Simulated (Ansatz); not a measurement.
# CHB (triplet): wave-function methods side by side, def2-TZVPP

An exercise on one series of results from a longer session: the logs are not shown, and one member is left open.

Computed with Ansatz 0.2.0, Gaussian basis. Level: def2-TZVPP, core rule «outside noble gas», up to 2 orbitals frozen.

To be run: UHF; ROHF; CCSD(T) on UHF.

2 further runs of the same task are left out: 2 set aside as unsound or not needed.

**The system**

The geometry is a PBE0/def2-TZVP stationary point (not a proven minimum).

3 atoms, charge 0, spin multiplicity 3.

Atoms are counted from 1 here; the program's logs count them from 0.

Bond lengths: B1–C2 1.353 Å, C2–H3 1.071 Å. Angles: B1–C2–H3 180.0°.

The first run:

in.yaml reads:

```yaml
crystal:
  periodic: [false, false, false]
  atoms:
    - {symbol: B, position_ang: [0.000000, 0.000000, 1.259200]}
    - {symbol: C, position_ang: [0.000000, 0.000000, -0.094199]}
    - {symbol: H, position_ang: [0.000000, 0.000000, -1.165001]}
basis:
  gaussian: {orbitals: def2-TZVPP}
magnetization: {spin_polarized: true, initial_magnetization: 2}
hamiltonian: {xc: hf}
output: {orbitals: {seedname: orbitals}}
```

The run is started by

```console
> ansatz run in.yaml --threads 1 --pin off --events-out ev --progress --plain --max-ram 4096MiB --backend cpu
```

Among the steps run: UHF; ROHF; CCSD(T) on UHF.

One of the session's tables, all rows but one given; the rest of the session is left out.

| method | from UCCSD(T) (kcal/mol) |
| --- | --- |
| ROHF | +142.00 |
| UHF | +138.93 |
| UMP2 | +20.81 |
| UCCSD | ? |
| UCCSD(T) | 0 |

Q: Estimate the row for UCCSD from the others.

The run gave: from UCCSD(T) (kcal/mol): +6.30. In the column «from UCCSD(T) (kcal/mol)» it lies between UCCSD(T) (0) and UMP2 (+20.81).

With the free atoms at the same levels and basis (separate runs), the atomisation energy is 8.745 eV at UCCSD(T), 7.023 eV at ROHF.
